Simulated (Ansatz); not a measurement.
One change: `FC(S)S` becomes `NC(F)S`.

Ansatz, PBE0-D4/def2-TZVP geometries, multiplicity 1. Each molecule was computed in one conformer, which needn't be the lowest.

```tsv
property	`FC(S)S`
HOMO–LUMO gap (PBE0/def2-TZVPP) / eV	7.09
HOMO energy (PBE/def2-TZVPP) / eV	-6.15
zero-point energy (PBE0-D4/def2-TZVP) / kJ/mol	101.2
ideal-gas entropy at 298 K and 1 bar (rigid rotor, harmonic PBE0-D4/def2-TZVP) / J/(mol·K)	314
size of the dipole moment (PBE/def2-TZVPP) / D	2.15
LUMO energy (PBE0/def2-TZVPP) / eV	-0.33
```

Give the same properties after the change, and the shifts. (An estimate is asked.)

Computed: 
| property | `NC(F)S` | shift |
| --- | --- | --- |
| HOMO–LUMO gap (PBE0/def2-TZVPP) / eV | 7.48 | 0.39 |
| HOMO energy (PBE/def2-TZVPP) / eV | -6.02 | 0.13 |
| zero-point energy (PBE0-D4/def2-TZVP) / kJ/mol | 148.3 | 47.1 |
| ideal-gas entropy at 298 K and 1 bar (rigid rotor, harmonic PBE0-D4/def2-TZVP) / J/(mol·K) | 303 | -11 |
| size of the dipole moment (PBE/def2-TZVPP) / D | 1.86 | -0.29 |
| LUMO energy (PBE0/def2-TZVPP) / eV | 0.15 | 0.48 |

With PBE0 the HOMO rises by 0.09 eV and the LUMO rises by 0.48 eV, so the gap widens by about 0.39 eV. PBE moves the HOMO by 0.13 eV and ωB97M-V by 0.03 eV. The zero-point energy changes by 47.1 kJ/mol with +3 modes. Dipoles are sizes alone; their direction can turn.
